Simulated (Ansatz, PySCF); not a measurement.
System: methanidylidynesulfanium, CS, net charge 0, singlet state. 
Structure (B3LYP-D3(BJ)/def2-TZVP (Ansatz, a program for electronic structure) minimum search):
```
C
S 1 1.5320
```

Dipole moments at this geometry, in debye (magnitudes).

| level | program | dipole (D) |
|---|---|---|
| HF/def2-TZVPD | PySCF | 1.65 |
| BP86/def2-TZVPD | PySCF | 2.01 |
| B97M-V/def2-TZVPD | Ansatz | ? |
| B3LYP/def2-TZVPD | Ansatz | 1.97 |
| BHLYP/def2-TZVPD | Ansatz | 1.87 |
| HSE06/def2-TZVPD | Ansatz | 1.94 |
| CAM-B3LYP/def2-TZVPD | Ansatz | 1.98 |
| wB97M-V/def2-TZVPD | Ansatz | 1.97 |
| wB97X-V/def2-TZVPD | Ansatz | 1.93 |
| CCSD(T)/aug-cc-pV(D+d)Z | Ansatz | ? |

Question: Complete the blanks.

Answer: 
- B97M-V/def2-TZVPD, dipole (D): 1.87
- CCSD(T)/aug-cc-pV(D+d)Z, dipole (D): 2.03

Measured: 1.98 D (NIST CCCBDB, as tabulated in the package chemicals), a vibrational average. This is an older compilation, not checked against later work.
